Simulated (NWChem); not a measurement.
A series in which one site is exchanged, each optimised at PBE0/def2-SVP with NWChem, gas phase unless a solvent is named. This build's default masses of Se (78.918 u) and Br (79.917 u) are each other's, which moves their modes by up to 0.6 %. Some are not confirmed as minima by frequencies. def2 effective core potentials on I; no spin-orbit coupling.

A: FB(F)Cl (BClF2; site = Cl)
B: FB(F)Br (BBrF₂; site = Br)
C: FB(F)I (BIF2; site = I)
D: FB(F)F (BF3; site = F)

```json
[
 {"quantity": "vertical ionisation energy, ΔSCF, PBE/def2-SVP (eV)", "A": "12.37", "B": "11.55", "C": "___", "D": "14.27"},
 {"quantity": "vertical ionisation energy, ΔSCF, B3LYP/def2-SVP (eV)", "A": "12.72", "B": "11.80", "C": "___", "D": "15.07"},
 {"quantity": "static polarisability, B3LYP/def2-SVPD (bohr³)", "A": "28.5", "B": "35.6", "C": "___", "D": "16.0"},
 {"quantity": "lowest singlet excitation, B3LYP/def2-SVPD, TDA (eV)", "A": "7.58", "B": "6.66", "C": "___", "D": "10.52"}
]
```

Question: What belongs in the gaps?

Answer: 
- vertical ionisation energy, ΔSCF, PBE/def2-SVP (eV), C: 10.45
- vertical ionisation energy, ΔSCF, B3LYP/def2-SVP (eV), C: 10.62
- static polarisability, B3LYP/def2-SVPD (bohr³), C: 48.4
- lowest singlet excitation, B3LYP/def2-SVPD, TDA (eV), C: 5.65
